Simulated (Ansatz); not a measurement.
Process, species as SMILES: Cl (HCl) → HCl+ (doublet, bonded as Cl) + e-
B3LYP-D3(BJ)/def2-TZVP geometries, fixed; electronic energies without zero-point terms.
Largest species:
```xyz
2

Cl     0.0000     0.0000    -0.0712
H      0.0000     0.0000     1.2108
```
Charge 0, spin multiplicity 1.

Basis-set convergence of the adiabatic ionisation energy at PBE with Ansatz (a quantum-chemistry and plane-wave program). Cartesian d functions, on some or all atoms, in 6-31G*, 6-31+G*, 6-311G**, 6-311+G**; all else is spherical. The program fits the integrals of some runs and decomposes those of others, by size. Open shells are unrestricted. No added dispersion term, no relativity. Functions are those of the species that has most. Reference: the value in aug-cc-pV(5+d)Z, 12.679 eV, itself unsure by roughly 0.001 eV (its mean distance from pcseg-4, aug-pcseg-3, aug-cc-pV(Q+d)Z). Deviations are taken from unrounded values.

| basis | functions | adiabatic ionisation energy (eV) |
|---|---|---|
| 6-31G* | 21 | 12.643 |
| 6-31+G* | 25 | 12.687 |
| def2-SVP | 23 | 12.506 |
| def2-SVPD | 35 | 12.776 |
| pcseg-1 | 23 | 12.709 |
| aug-pcseg-1 | 36 | 12.716 |
| cc-pV(D+d)Z | 28 | 12.599 |
| aug-cc-pV(D+d)Z | 41 | 12.712 |
| 6-311G** | 33 | 12.723 |
| 6-311+G** | 37 | 12.696 |
| def2-TZVP | 43 | 12.645 |
| def2-TZVPD | 55 | 12.687 |
| pcseg-2 | 48 | 12.682 |
| aug-pcseg-2 | 73 | 12.692 |
| cc-pV(T+d)Z | 53 | 12.659 |
| aug-cc-pV(T+d)Z | 78 | 12.687 |
| def2-TZVPP | 56 | 12.652 |
| def2-TZVPPD | 68 | 12.689 |
| cc-pV(Q+d)Z | 94 | 12.671 |
| aug-cc-pV(Q+d)Z | 135 | 12.682 |
| pcseg-3 | 97 | 12.678 |
| aug-pcseg-3 | 138 | 12.679 |
| def2-QZVPP | 100 | 12.673 |
| def2-QZVPPD | 112 | 12.680 |
| cc-pV(5+d)Z | 155 | 12.674 |
| aug-cc-pV(5+d)Z | 216 | 12.679 |

What the diffuse functions change, pair by pair:
- 6-31G* to 6-31+G*: 4 more functions, deviation -0.036 to 0.008 eV
- def2-SVP to def2-SVPD: 12 more functions, deviation -0.173 to 0.097 eV
- pcseg-1 to aug-pcseg-1: 13 more functions, deviation 0.029 to 0.037 eV
- cc-pV(D+d)Z to aug-cc-pV(D+d)Z: 13 more functions, deviation -0.081 to 0.032 eV
- 6-311G** to 6-311+G**: 4 more functions, deviation 0.044 to 0.017 eV
- def2-TZVP to def2-TZVPD: 12 more functions, deviation -0.034 to 0.007 eV
- pcseg-2 to aug-pcseg-2: 25 more functions, deviation 0.003 to 0.013 eV
- cc-pV(T+d)Z to aug-cc-pV(T+d)Z: 25 more functions, deviation -0.020 to 0.008 eV
- def2-TZVPP to def2-TZVPPD: 12 more functions, deviation -0.027 to 0.010 eV
- cc-pV(Q+d)Z to aug-cc-pV(Q+d)Z: 41 more functions, deviation -0.008 to 0.003 eV
- pcseg-3 to aug-pcseg-3: 41 more functions, deviation -0.001 to 0.000 eV
- def2-QZVPP to def2-QZVPPD: 12 more functions, deviation -0.006 to 0.001 eV
- cc-pV(5+d)Z to aug-cc-pV(5+d)Z: 61 more functions, deviation -0.005 to 0.000 eV

Leaving out the reference's own pair, they bring the value nearer the reference by more than 0.001 eV in 9 of 12 pairs.
